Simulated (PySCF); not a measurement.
## How the method moves the HOMO and LUMO of `Sc1ccsc1`

Compound: C4H4S2.
Numbering: `[SH:1][c:2]1[cH:3][cH:4][s:5][cH:6]1` (hydrogens: H7 on S1; H8 on C3; H9 on C4; H10 on C6)

Basis pcSseg-2 throughout (PySCF), one geometry. Isolated species at its PBE0-D3(BJ)/def2-SVP geometry (one conformer only).

Task: How do the orbital energies, the gap and the dipole change with the method?

Result: 
```json
{"method": "BLYP", "kind": "GGA", "HOMO (eV)": "-5.43", "LUMO (eV)": "-1.43", "gap (eV)": "4.00", "μ (D)": "1.24", "SCF cycles": "16"}
{"method": "B97-D", "kind": "GGA", "HOMO (eV)": "-5.56", "LUMO (eV)": "-1.49", "gap (eV)": "4.06", "μ (D)": "1.26", "SCF cycles": "16"}
{"method": "PBE", "kind": "GGA", "HOMO (eV)": "-5.61", "LUMO (eV)": "-1.58", "gap (eV)": "4.03", "μ (D)": "1.27", "SCF cycles": "17"}
{"method": "OPBE", "kind": "GGA", "HOMO (eV)": "-5.61", "LUMO (eV)": "-1.51", "gap (eV)": "4.10", "μ (D)": "1.29", "SCF cycles": "17"}
{"method": "KT2", "kind": "GGA", "HOMO (eV)": "-5.65", "LUMO (eV)": "-1.54", "gap (eV)": "4.11", "μ (D)": "1.25", "SCF cycles": "16"}
{"method": "KT3", "kind": "GGA", "HOMO (eV)": "-5.65", "LUMO (eV)": "-1.53", "gap (eV)": "4.12", "μ (D)": "1.24", "SCF cycles": "16"}
{"method": "BP86", "kind": "GGA", "HOMO (eV)": "-5.70", "LUMO (eV)": "-1.66", "gap (eV)": "4.03", "μ (D)": "1.27", "SCF cycles": "16"}
{"method": "LDA", "kind": "LDA", "HOMO (eV)": "-5.75", "LUMO (eV)": "-1.78", "gap (eV)": "3.97", "μ (D)": "1.31", "SCF cycles": "15"}
{"method": "B97-2", "kind": "global hybrid", "HOMO (eV)": "-6.46", "LUMO (eV)": "-0.76", "gap (eV)": "5.70", "μ (D)": "1.29", "SCF cycles": "13"}
{"method": "B3LYP", "kind": "global hybrid", "HOMO (eV)": "-6.47", "LUMO (eV)": "-0.91", "gap (eV)": "5.56", "μ (D)": "1.27", "SCF cycles": "14"}
{"method": "PBE0", "kind": "global hybrid", "HOMO (eV)": "-6.70", "LUMO (eV)": "-0.72", "gap (eV)": "5.98", "μ (D)": "1.30", "SCF cycles": "14"}
{"method": "mPW1PW91", "kind": "global hybrid", "HOMO (eV)": "-6.71", "LUMO (eV)": "-0.73", "gap (eV)": "5.99", "μ (D)": "1.29", "SCF cycles": "14"}
{"method": "BHandHLYP", "kind": "global hybrid", "HOMO (eV)": "-7.60", "LUMO (eV)": "0.28", "gap (eV)": "7.88", "μ (D)": "1.28", "SCF cycles": "13"}
{"method": "CAM-B3LYP", "kind": "range-separated hybrid", "HOMO (eV)": "-7.94", "LUMO (eV)": "0.36", "gap (eV)": "8.30", "μ (D)": "1.29", "SCF cycles": "13"}
{"method": "wB97X-D", "kind": "range-separated hybrid", "HOMO (eV)": "-8.48", "LUMO (eV)": "1.02", "gap (eV)": "9.50", "μ (D)": "1.31", "SCF cycles": "13"}
{"method": "HF", "kind": "Hartree–Fock", "HOMO (eV)": "-8.92", "LUMO (eV)": "2.67", "gap (eV)": "11.59", "μ (D)": "1.30", "SCF cycles": "12"}
{"method": "LC-wPBE", "kind": "range-separated hybrid", "HOMO (eV)": "-9.26", "LUMO (eV)": "1.38", "gap (eV)": "10.64", "μ (D)": "1.33", "SCF cycles": "14"}
```

The HOMO spans 3.83 eV, from BLYP down to LC-wPBE, and the gap runs from 3.97 eV (LDA) to 11.59 eV (HF). Over the methods BLYP (0 %), B97-D (0 %), PBE (0 %), OPBE (0 %), KT2 (0 %), KT3 (0 %), BP86 (0 %), LDA (0 %), B97-2 (21 %), B3LYP (20 %), PBE0 (25 %), mPW1PW91 (25 %), BHandHLYP (50 %), HF (100 %), a straight line through the gap against the share of exact exchange rises by 0.76 eV for each 10 % (correlation coefficient 1.000). The dipole ranges from 1.24 D (KT3) to 1.33 D (LC-wPBE). This basis has no diffuse functions.

The vertical ΔSCF ionisation energy at CAM-B3LYP/def2-SVPD is 8.74 eV; −ε(HOMO) comes closest to it with HF (8.92 eV).
